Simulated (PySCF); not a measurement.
# How the numerical set-up moves the result for MgH

Aim: see how much the energy and properties of MgH depend on the numerical set-up.

Program: PySCF 2.14.0. Level of theory: method and basis as typed in the scripts. These are calculated values, not measurements.

2 further runs of the same task are left out: 2 that didn't finish.

**1. Where the work starts**

MgH: 2 atoms, charge 0, spin multiplicity 2.

Bond lengths: Mg1–H2 1.675 Å.

**2. Base script**

input.py reads:

```python
from pyscf import gto, dft

mol = gto.M(
    atom='Mg 0 0 0; H 0 0 1.675',
    basis='jorge-tzp-dkh',
    charge=0,
    spin=1,
    verbose=4,
)
mf = dft.ROKS(mol, xc='b3lyp')
mf = mf.sfx2c1e()
mf.kernel()
mf.dip_moment()
print('orbital energies (hartree):', mf.mo_energy[..., max(0, mol.nelec[1]-3):mol.nelec[0]+3].round(4))
```

Launch:

```sh
$ OMP_NUM_THREADS=1 python input.py
```

The log of this run is left out.

It gives: E(SCF) = -200.958950 Eh, 8 cycles, μ = 1.27 D.

The bond length is a typed value, not an optimised one.

**3. Integration grid 2**

Variant 1 changes integration grid: default → 2.

input.py reads:

```python
from pyscf import gto, dft

mol = gto.M(
    atom='Mg 0 0 0; H 0 0 1.675',
    basis='jorge-tzp-dkh',
    charge=0,
    spin=1,
    verbose=4,
)
mf = dft.ROKS(mol, xc='b3lyp')
mf = mf.sfx2c1e()
mf.grids.level = 2
mf.kernel()
mf.dip_moment()
print('orbital energies (hartree):', mf.mo_energy[..., max(0, mol.nelec[1]-3):mol.nelec[0]+3].round(4))
```

Launch:

```sh
$ OMP_NUM_THREADS=1 python input.py
```

**4. Crenbl (core potential on, X2C off)**

Variant 2 changes basis set: jorge-tzp-dkh → crenbl; core potential: off → on; spin-free X2C: on → off. The core potential changes with it: totals don't compare.

input.py, as its differences from that of step 2:

```diff
@@ -4,3 +4,4 @@
     atom='Mg 0 0 0; H 0 0 1.675',
-    basis='jorge-tzp-dkh',
+    basis='crenbl',
+    ecp={'Mg': 'crenbl'},
     charge=0,
@@ -10,3 +11,2 @@
 mf = dft.ROKS(mol, xc='b3lyp')
-mf = mf.sfx2c1e()
 mf.kernel()
```

**5. Cartesian functions on**

Variant 3 changes Cartesian functions: off → on.

input.py, as its differences from that of step 2:

```diff
@@ -7,2 +7,3 @@
     spin=1,
+    cart=True,
     verbose=4,
```

**6. X2c-svpall**

Variant 4 changes basis set: jorge-tzp-dkh → x2c-svpall.

input.py, as its differences from that of step 2:

```diff
@@ -4,3 +4,3 @@
     atom='Mg 0 0 0; H 0 0 1.675',
-    basis='jorge-tzp-dkh',
+    basis='x2c-svpall',
     charge=0,
```

**7. Pcseg-1 (X2C off)**

Variant 5 changes basis set: jorge-tzp-dkh → pcseg-1; spin-free X2C: on → off.

input.py, as its differences from that of step 2:

```diff
@@ -4,3 +4,3 @@
     atom='Mg 0 0 0; H 0 0 1.675',
-    basis='jorge-tzp-dkh',
+    basis='pcseg-1',
     charge=0,
@@ -10,3 +10,2 @@
 mf = dft.ROKS(mol, xc='b3lyp')
-mf = mf.sfx2c1e()
 mf.kernel()
```

What does the calculation give? Wanted: for each run, E(SCF); from base; SCF dipole.

**Answer**, as computed:

```tsv
run	E(SCF) (hartree)	from base (eV)	cycles	SCF dipole (D)	functions
base	-200.958950	0	8	1.27	54
integration grid 2	-200.958949	0.0000	8	1.27	54
crenbl (core potential on, X2C off)	-63.685561	not comparable	7	2.90	22
Cartesian functions on	-200.959217	-0.0073	8	1.26	60
x2c-svpall	-200.878298	+2.1946	8	1.20	23
pcseg-1 (X2C off)	-200.631102	not comparable	7	1.88	15
```

What this shows: With integration grid 2 the SCF ends at the base energy. The largest comparable shift of the SCF energy, +2.195 eV, comes with the run “x2c-svpall”. x2c-svpall (23 functions) gives an energy 2.19 eV higher than jorge-tzp-dkh (54).
